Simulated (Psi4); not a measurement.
# BNH3O (SMILES N[B]O): a chain of runs

Wanted: a geometry optimisation (UPBEh-3c/def2-mSVP), then the harmonic vibrations, then a single-point energy (USCS-MP2/aug-cc-pVDZ) of BNH3O. Input form: a Python script.

The calculation is run with Psi4 1.11.

## (1) The system as given

BNH3O has 6 atoms, charge 0, and is taken as a doublet. SMILES: `N[B]O`. The coordinates come from a PBE0-D4/def2-TZVP relaxation. This is one conformer, not always the lowest. The run starts from this shape.

Bond lengths: N1–B2 1.390 Å, B2–O3 1.359 Å, N1–H4 1.002 Å, N1–H5 1.010 Å, O3–H6 0.958 Å. Angles: N1–B2–O3 122.6°, B2–N1–H4 122.8°, B2–N1–H5 122.6°, B2–O3–H6 113.3°, H4–N1–H5 114.6°.

## (2) A structure relaxation at UPBEh-3c/def2-mSVP (density fitting) (run 1)

bh3no.xyz

```xyz
6
BH3NO
N     -0.781300     0.184600    -0.560400
B      0.032600    -0.490400     0.341500
O      1.270200    -0.047100     0.684600
H     -1.694900    -0.139800    -0.815500
H     -0.498900     1.042700    -1.012000
H      1.714300    -0.614000     1.315700
```

calc.py

```python
import psi4

psi4.set_memory(1600000000)
psi4.set_num_threads(1)
psi4.set_output_file('psi4.out', False)

with open('bh3no.xyz') as f:
    atoms = ''.join(f.readlines()[2:])
geom = psi4.geometry('0 2\n' + atoms + 'symmetry c1')

psi4.set_options({
    'reference': 'uks',
    'geom_maxiter': 60,
})

e, wfn = psi4.optimize("pbeh-3c", return_wfn=True)
print(f'total energy {e:.8f} hartree = {e * 27.211386:.5f} eV')
print(geom.to_string(dtype='xyz', units='Angstrom'))
```

The run is started by

```bash
$ python calc.py
```

psi4.out:

```text
[...]
  Running in c1 symmetry.
[...]
  Nuclear repulsion =   61.438460054717602
[...]
  Multiplicity = 2
[...]
  Nalpha       = 12
  Nbeta        = 11
[...]
    Number of basis functions: 51
[...]
   @DF-UKS iter   1:  -156.09526283473468   -4.08867e-01   1.41904e-02 ADIIS/DIIS
[...]
   @DF-UKS iter   8:  -156.30595951209918   -4.83169e-13   4.24225e-09 DIIS
[...]
   @S^2 Observed:                7.523011808E-01
[...]
    Orbital Energies [Eh]
    ---------------------
    Alpha Occupied:
       1A    -19.498798     2A    -14.618368     3A     -6.988806
       4A     -1.127865     5A     -0.952824     6A     -0.631838
       7A     -0.566394     8A     -0.522613     9A     -0.472622
      10A     -0.423256    11A     -0.320005    12A     -0.224445
    Alpha Virtual:
      13A      0.089732    14A      0.133157    15A      0.149469
      16A      0.199045    17A      0.246918    18A      0.290621
      19A      0.353053    20A      0.411059    21A      0.580668
      22A      0.623734    23A      0.783772    24A      0.855437
      25A      0.879422    26A      1.001738    27A      1.037819
[...]
  @DF-UKS Final Energy:  -156.30595951209918
   => Energetics <=
    Nuclear Repulsion Energy =             61.3539251580743183
    One-Electron Energy =                -334.4141552494903635
    Two-Electron Energy =                 128.8292158839294075
    DFT Exchange-Correlation Energy =     -12.0802103989550655
    Empirical Dispersion Energy =           0.0052650943425258
    VV10 Nonlocal Energy =                  0.0000000000000000
    Total Energy =                       -156.3059595120991787
[...]
 Multipole Moments:
 ------------------------------------------------------------------------------------
     Multipole            Electronic (a.u.)      Nuclear  (a.u.)        Total (a.u.)
 ------------------------------------------------------------------------------------
 L = 1.  Multiply by 2.5417464519 to convert [e a0] to [Debye]
 Dipole X            :          0.7254968           -0.9073102           -0.1818134
 Dipole Y            :         -0.8182556            0.8423848            0.0241292
 Dipole Z            :          0.9556408           -1.0685015           -0.1128607
 Magnitude           :                                                    0.2153506
[...]
  -Total Gradient:
     Atom            X                  Y                   Z
    ------   -----------------  -----------------  -----------------
       1       -0.000077103319    -0.000062242559     0.000002568446
       2        0.000147167964     0.000030676059     0.000056975179
       3       -0.000058223712    -0.000013978297    -0.000021005443
       4        0.000011813553     0.000035216546    -0.000018676522
       5        0.000030152223     0.000004763708     0.000012754734
       6       -0.000001380088    -0.000024881856     0.000016364289
[...]
    Final optimized geometry and variables:
    Molecular point group: c1
    Full point group: C1
    Geometry (in Angstrom), charge = 0, multiplicity = 2:
    N           -0.995897299141     0.262109693035    -0.709087223952
    B           -0.173433871283    -0.407894062436     0.193959612767
    O            1.063889801335     0.020766394214     0.546981245409
    H           -1.906623559318    -0.076857356086    -0.952522471992
    H           -0.736815380262     1.119364279418    -1.172350397989
    H            1.490643096641    -0.558164759737     1.177408756523
[...]
```

On the terminal:

```text
Optimizer: Optimization complete!
total energy -156.30595951 hartree = -4253.30180 eV
6
0 2 BH3NO
N                    -0.995897299141     0.262109693035    -0.709087223952
B                    -0.173433871283    -0.407894062436     0.193959612767
O                     1.063889801335     0.020766394214     0.546981245409
H                    -1.906623559318    -0.076857356086    -0.952522471992
H                    -0.736815380262     1.119364279418    -1.172350397989
H                     1.490643096641    -0.558164759737     1.177408756523
```

Wall time 30 s (1 thread of AMD EPYC 7R43 (Zen 3), shared host); peak memory 0.41 GiB.

Step by step:

```
step  energy from the first frame kept (eV)  largest force (eV/Å)
   0                                 0.0000                0.1902
   1                                -0.0018                0.0517
   2                                -0.0021                0.0283
   3                                -0.0021                0.0083
```

After the run. Bond lengths: N1–B2 1.393 Å, B2–O3 1.356 Å, N1–H4 1.002 Å, N1–H5 1.008 Å, O3–H6 0.956 Å. Angles: N1–B2–O3 123.7°, B2–N1–H4 122.1°, B2–N1–H5 123.7°, B2–O3–H6 112.8°, H4–N1–H5 114.2°.

## (3) The harmonic vibrations at UPBEh-3c/def2-mSVP (density fitting) (run 2)

bh3no.xyz

```xyz
6
BH3NO
N     -0.785776     0.187703    -0.564946
B      0.036687    -0.482301     0.338101
O      1.274011    -0.053641     0.691123
H     -1.696503    -0.151264    -0.808381
H     -0.526694     1.044957    -1.028209
H      1.700764    -0.632572     1.321550
```

job.py

```python
import psi4

psi4.set_memory(1600000000)
psi4.set_num_threads(1)
psi4.set_output_file('psi4.out', False)

with open('bh3no.xyz') as f:
    atoms = ''.join(f.readlines()[2:])
molecule = psi4.geometry('0 2\n' + atoms + '')

psi4.set_options({
    'reference': 'uks',
    't': 600.0,
    'rotational_symmetry_number': 1,
})

result, w = psi4.frequencies('pbeh-3c', molecule=molecule, return_wfn=True)
print(f'pbeh-3c energy: {result:.10f} Eh')
print('wavenumbers / cm^-1:', w.frequencies().np.round(1))
for k in ('ZPVE', 'ENTHALPY', 'GIBBS FREE ENERGY'):
    print(f'{k}: {psi4.variable(k):.8f} Eh')
for k, v in sorted(psi4.core.scalar_variables().items()):
    print(f'{k:45s} {v:18.10f}')
```

The run is started by

```bash
$ python job.py
```

psi4.out, shortened:

```text
[...]
  Running in c1 symmetry.
[...]
  Nuclear repulsion =   61.353923469726489
[...]
  Multiplicity = 2
[...]
  Nalpha       = 12
  Nbeta        = 11
[...]
    Number of basis functions: 51
[...]
   @DF-UKS iter   1:  -156.09611028276368   -4.09030e-01   1.41691e-02 ADIIS/DIIS
[...]
   @DF-UKS iter  13:  -156.30595724025216   -4.83169e-13   2.74662e-09 DIIS
[...]
   @S^2 Observed:                7.522991782E-01
[...]
  @DF-UKS Final Energy:  -156.30595724025216
   => Energetics <=
    Nuclear Repulsion Energy =             61.3653293828016899
    One-Electron Energy =                -334.4344440351193271
    Two-Electron Energy =                 128.8386660708023044
    DFT Exchange-Correlation Energy =     -12.0807726825841435
    Empirical Dispersion Energy =           0.0052640238473213
    VV10 Nonlocal Energy =                  0.0000000000000000
    Total Energy =                       -156.3059572402521553
[...]
 Multipole Moments:
[...]
  -Total Gradient:
     Atom            X                  Y                   Z
    ------   -----------------  -----------------  -----------------
       1        0.000047883305     0.000580491146    -0.000430428272
       2        0.000146823188     0.000085949561     0.000085620626
       3        0.000560259455    -0.000796071111     0.000846514126
       4        0.000003919768    -0.000008552949    -0.000002895119
       5       -0.000094206841    -0.000648812396     0.000426240490
       6       -0.000612460581     0.000756511409    -0.000876156970
[...]
  ==> Harmonic Vibrational Analysis <==
[...]
  Freq [cm^-1]                 417.6363            421.6017            443.0030
[...]
  IR activ [km/mol]            16.7430              0.3053             385.4268
[...]
  Freq [cm^-1]                 575.9838            910.4105            985.1856
[...]
  IR activ [km/mol]             5.7963             25.0858             99.0781
[...]
  Freq [cm^-1]                1231.9426           1484.7585           1677.8416
[...]
  IR activ [km/mol]            163.3004            195.4032            155.3414
[...]
  Freq [cm^-1]                3653.7169           3799.5333           3995.0912
[...]
  IR activ [km/mol]            20.6853             61.1989             141.0194
[...]
  Total E_0, Enthalpy at 0 [K]                                                         -156.26131493 [Eh]
[...]
  Total H, Enthalpy at  600.00 [K]                                                     -156.24791871 [Eh]
[...]
```

On the terminal:

```text
Warning: used thermodynamics relations inappropriate for low-frequency modes: ['417.6363' '421.6017' '443.0030' '575.9838']
pbeh-3c energy: -156.3059595123 Eh
wavenumbers / cm^-1: [ 417.6  421.6  443.   576.   910.4  985.2 1231.9 1484.8 1677.8 3653.7
 3799.5 3995.1]
ZPVE: 0.04464458 Eh
ENTHALPY: -156.24791871 Eh
GIBBS FREE ENERGY: -156.31996584 Eh
CURRENT ENERGY                                   -156.3059595123
CURRENT REFERENCE ENERGY                         -156.3059595123
DD SOLVATION ENERGY                                 0.0000000000
DFT FUNCTIONAL TOTAL ENERGY                      -156.3112246042
DFT TOTAL ENERGY                                 -156.3059595123
DFT VV10 ENERGY                                     0.0000000000
DFT XC ENERGY                                     -12.0802104629
DISPERSION CORRECTION ENERGY                       -0.0013784735
ENTHALPY                                         -156.2479187052
ENTHALPY CORRECTION                                 0.0580408071
FINDIF NUMBER                                      31.0000000000
GIBBS FREE ENERGY                                -156.3199658414
GIBBS FREE ENERGY CORRECTION                       -0.0140063291
GRID ELECTRONS ALPHA                               11.9999998975
GRID ELECTRONS BETA                                11.0000001402
GRID ELECTRONS TOTAL                               23.0000000377
NUCLEAR REPULSION ENERGY                           61.3539234697
ONE-ELECTRON ENERGY                              -334.4141511342
PBEH3C DISPERSION CORRECTION ENERGY                -0.0013784735
PCM POLARIZATION ENERGY                             0.0000000000
PE ENERGY                                           0.0000000000
SCF ITERATION ENERGY                             -156.3059595123
SCF ITERATIONS                                     13.0000000000
SCF TOTAL ENERGY                                 -156.3059595123
THERMAL ENERGY                                   -156.2498187915
THERMAL ENERGY CORRECTION                           0.0561407208
TWO-ELECTRON ENERGY                               128.8292135231
ZERO K ENTHALPY                                  -156.2613149339
ZPVE                                                0.0446445784
```

Wall time 4.1 min (1 thread of AMD EPYC 7R43 (Zen 3), shared host); peak memory 0.4 GiB.

## (4) A single-point energy at USCS-MP2/aug-cc-pVDZ (density fitting) (run 3)

bh3no.xyz is that of step 3.

run.py

```python
import psi4

psi4.set_memory(1600000000)
psi4.set_num_threads(1)
psi4.set_output_file('psi4.out', False)

with open('bh3no.xyz') as f:
    atoms = ''.join(f.readlines()[2:])
geom = psi4.geometry('0 2\n' + atoms + 'symmetry c1')

psi4.set_options(dict(basis='aug-cc-pVDZ', reference='uhf', freeze_core=True))

e_tot, wfn = psi4.energy('scs-mp2', return_wfn=True)
print(f'scs-mp2 energy: {e_tot:.10f} Eh')
for k, v in sorted(psi4.core.scalar_variables().items()):
    print(f'{k:45s} {v:18.10f}')
```

The run is started by

```bash
$ python run.py
```

psi4.out:

```text
[...]
  Running in c1 symmetry.
[...]
  Nuclear repulsion =   61.353923469726489
[...]
  Multiplicity = 2
[...]
  Nalpha       = 12
  Nbeta        = 11
[...]
    Number of basis functions: 96
[...]
   @UHF iter   1:  -155.63882547406746   -8.44925e-01   6.36025e-03 DIIS/ADIIS
[...]
   @UHF iter  15:  -155.80562322822013   -3.41061e-12   6.61588e-09 DIIS
[...]
   @S^2 Observed:                7.540629123E-01
[...]
    Orbital Energies [Eh]
    ---------------------
    Alpha Occupied:
       1A    -20.578653     2A    -15.556287     3A     -7.644015
       4A     -1.375774     5A     -1.162355     6A     -0.769884
       7A     -0.689385     8A     -0.644268     9A     -0.615956
      10A     -0.549506    11A     -0.420915    12A     -0.330184
    Alpha Virtual:
      13A      0.039016    14A      0.047278    15A      0.054611
      16A      0.057656    17A      0.079726    18A      0.098197
      19A      0.107489    20A      0.173336    21A      0.176065
      22A      0.188526    23A      0.195200    24A      0.203995
      25A      0.225167    26A      0.231127    27A      0.240411
[...]
  @UHF Final Energy:  -155.80562322822013
   => Energetics <=
    Nuclear Repulsion Energy =             61.3539234697264888
    One-Electron Energy =                -334.0776475708318003
    Two-Electron Energy =                 116.9181008728851623
    Total Energy =                       -155.8056232282201279
  UHF NO Occupations:
  HONO-2 :   10  A 1.9993098
  HONO-1 :   11  A 1.9988695
[...]
 Multipole Moments:
 ------------------------------------------------------------------------------------
     Multipole            Electronic (a.u.)      Nuclear  (a.u.)        Total (a.u.)
 ------------------------------------------------------------------------------------
 L = 1.  Multiply by 2.5417464519 to convert [e a0] to [Debye]
 Dipole X            :          0.7235206           -0.9073105           -0.1837898
 Dipole Y            :         -0.8646227            0.8423847           -0.0222380
 Dipole Z            :          0.9870529           -1.0685017           -0.0814489
 Magnitude           :                                                    0.2022552
[...]
	SCS-MP2 Total Energy (a.u.)        :  -156.23747251720013
	SOS-MP2 Total Energy (a.u.)        :  -156.23142195915213
	SCSN-MP2 Total Energy (a.u.)       :  -156.01050996696907
[...]
	SOS-PI-MP2 Total Energy (a.u.)     :  -156.26417570768538
[...]
	MP2 Total Energy (a.u.)            :  -156.24957363329617
[...]
```

The script printed:

```text
scs-mp2 energy: -156.2374725172 Eh
CURRENT CORRELATION ENERGY                         -0.4318492890
CURRENT ENERGY                                   -156.2374725172
CURRENT REFERENCE ENERGY                         -155.8056232282
DD SOLVATION ENERGY                                 0.0000000000
HF KINETIC ENERGY                                 155.7142259438
HF POTENTIAL ENERGY                              -311.5198491720
HF TOTAL ENERGY                                  -155.8056232282
HF VIRIAL RATIO                                     2.0005869553
MP2 CORRELATION ENERGY                             -0.4439504051
MP2 DOUBLES ENERGY                                 -0.4439504051
MP2 OPPOSITE-SPIN CORRELATION ENERGY               -0.3275374853
MP2 SAME-SPIN CORRELATION ENERGY                   -0.1164129197
MP2 SINGLES ENERGY                                  0.0000000000
MP2 TOTAL ENERGY                                 -156.2495736333
NUCLEAR REPULSION ENERGY                           61.3539234697
ONE-ELECTRON ENERGY                              -334.0776475708
PCM POLARIZATION ENERGY                             0.0000000000
PE ENERGY                                           0.0000000000
SCF ITERATION ENERGY                             -155.8056232282
SCF ITERATIONS                                     15.0000000000
SCF TOTAL ENERGY                                 -155.8056232282
SCS(N)-MP2 CORRELATION ENERGY                      -0.2048867387
SCS(N)-MP2 TOTAL ENERGY                          -156.0105099670
SCS-MP2 CORRELATION ENERGY                         -0.4318492890
SCS-MP2 TOTAL ENERGY                             -156.2374725172
SCS-MP2-VDW CORRELATION ENERGY                     -0.4774544411
SCS-MP2-VDW TOTAL ENERGY                         -156.2830776693
SOS-MP2 CORRELATION ENERGY                         -0.4257987309
SOS-MP2 TOTAL ENERGY                             -156.2314219592
SOS-PI-MP2 CORRELATION ENERGY                      -0.4585524795
SOS-PI-MP2 TOTAL ENERGY                          -156.2641757077
TWO-ELECTRON ENERGY                               116.9181008729
```

Run time: 9.9 s. Hardware: 1 thread of AMD EPYC 7R43 (Zen 3), shared host; peak memory 0.55 GiB.

## (5) What came out

| quantity | value |
| --- | --- |
| run 1, UPBEh-3c/def2-mSVP: total energy at the end | -156.30596 Eh |
| run 1, UPBEh-3c/def2-mSVP: dipole moment | 0.55 D |
| run 1, UPBEh-3c/def2-mSVP: HOMO energy (highest over α and β) | -6.11 eV |
| run 1, UPBEh-3c/def2-mSVP: LUMO energy (lowest over α and β) | 0.24 eV |
| run 1, UPBEh-3c/def2-mSVP: ⟨S²⟩ | 0.752 |
| run 2, UPBEh-3c/def2-mSVP: lowest harmonic wavenumber | 418 cm⁻¹ |
| run 2, UPBEh-3c/def2-mSVP: highest harmonic wavenumber | 3995 cm⁻¹ |
| run 2, UPBEh-3c/def2-mSVP: zero-point energy | 117.2 kJ/mol |
| run 2, UPBEh-3c/def2-mSVP: ideal-gas entropy at 600 K (symmetry number 1 as used) | 75.3 cal/(mol K) |
| run 3, USCS-MP2/aug-cc-pVDZ: total energy | -156.23747 Eh |
| run 3, USCS-MP2/aug-cc-pVDZ: HOMO energy (Hartree–Fock orbitals) (highest over α and β) | -8.98 eV |
| run 3, USCS-MP2/aug-cc-pVDZ: LUMO energy (Hartree–Fock orbitals) (lowest over α and β) | 0.86 eV |
| run 3, USCS-MP2/aug-cc-pVDZ: correlation energy (3 core orbitals frozen) | -431.8 mEh |
| run 3, USCS-MP2/aug-cc-pVDZ: ⟨S²⟩ of the reference determinant | 0.754 |

What this shows: The optimisation (run 1, UPBEh-3c/def2-mSVP) took 4 steps and changed the energy by -0.002 eV. All 12 modes (run 2, UPBEh-3c/def2-mSVP) are real, so the shape is a minimum at this level.
